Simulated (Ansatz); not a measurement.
Relaxing GaMo

All numbers below come from DFT PBE, scalar-relativistic, plane waves, PAW in Ansatz. Cutoff 420 eV, Γ-centred k mesh, Gaussian smearing, no spin polarisation in the final step.

The start puts GaMo on the AuCd (B19) structure type (Pmma, No. 51), with Ga in place of Cd, Mo in place of Au, at a guessed volume.

```yaml
crystal:
  lattice:
    - [4.57792, 0.00000, 0.00000]
    - [0.00000, 3.02951, 0.00000]
    - [0.00000, 0.00000, 4.67410]
  atoms:
    - { symbol: Ga, position: [0.75000, 0.00000, 0.68700] }
    - { symbol: Ga, position: [0.25000, 0.00000, 0.31300] }
    - { symbol: Mo, position: [0.75000, 0.50000, 0.18800] }
    - { symbol: Mo, position: [0.25000, 0.50000, 0.81200] }
```

Steps on the 4×6×4 mesh (4 atoms). 10 of 11 steps are shown, and the free energy counts from the last. Trial steps that were taken back and renewals of the plane-wave basis can be among the rows.

| step | ΔF (meV/atom) | V (Å³/atom) | P (GPa) | largest force component (eV/Å) |
| --- | --- | --- | --- | --- |
| 1 | 79.1 | 16.21 | -9.75 | 0.946 |
| 2 | 59.3 | 14.55 | 11.65 | 0.864 |
| 3 | 20.7 | 15.37 | -0.82 | 0.128 |
| 4 | 16.3 | 15.32 | -0.20 | 0.086 |
| 5 | 6.9 | 15.20 | 1.77 | 0.380 |
| 6 | 5.1 | 15.30 | 0.27 | 0.219 |
| 7 | 6.2 | 15.41 | -1.51 | 0.171 |
| 8 | 0.1 | 15.27 | 0.30 | 0.059 |
| 9 | -0.2 | 15.26 | 0.46 | 0.039 |
| 11 | 0.0 | 15.31 | -0.18 | 0.002 |

Steps on the 10×16×10 mesh (4 atoms). 4 of 5 steps are shown, and the free energy counts from the last.

```tsv
step	ΔF (meV/atom)	V (Å³/atom)	P (GPa)	largest force component (eV/Å)
1	2.4	15.31	0.07	0.245
2	0.9	15.33	0.41	0.226
3	0.0	15.34	-0.06	0.020
5	0.0	15.33	0.04	0.002
```

A final relaxation ran on a 10×16×10 mesh. The relaxed crystal, Pmma (No. 51):

```cif
data_structure
_symmetry_space_group_name_H-M 'Pmma'
_symmetry_Int_Tables_number 51
_cell_length_a 4.5854
_cell_length_b 2.7490
_cell_length_c 4.8661
_cell_angle_alpha 90.000
_cell_angle_beta 90.000
_cell_angle_gamma 90.000
_cell_volume 61.34
loop_
_atom_site_label
_atom_site_type_symbol
_atom_site_symmetry_multiplicity
_atom_site_Wyckoff_symbol
_atom_site_fract_x
_atom_site_fract_y
_atom_site_fract_z
_atom_site_occupancy
Ga1 Ga 2 e 0.75000 0.00000 0.65928 1
Mo1 Mo 2 f 0.75000 0.50000 0.15281 1
```

| Property | Result |
| --- | --- |
| Volume per atom | 15.33 Å³ |
| Density | 8.97 g/cm³ |
| Energy over the elements | 0.07 eV/atom |
| Gap on the 10×16×10 mesh | 0 eV (a metal) |

The zero of energy is the elements' standard structures at the same level; no fitted shifts are applied.

The final run used a 10×16×10 mesh on its 4-atom cell and 0.10 eV smearing. For metals, differences of a few meV/atom aren't resolved.

Symmetry constrained the relaxation, so the result can be a saddle point.

Cost: 3 runs of about 3.3 core-minutes in all, on Arm Neoverse V2 (shared hosts).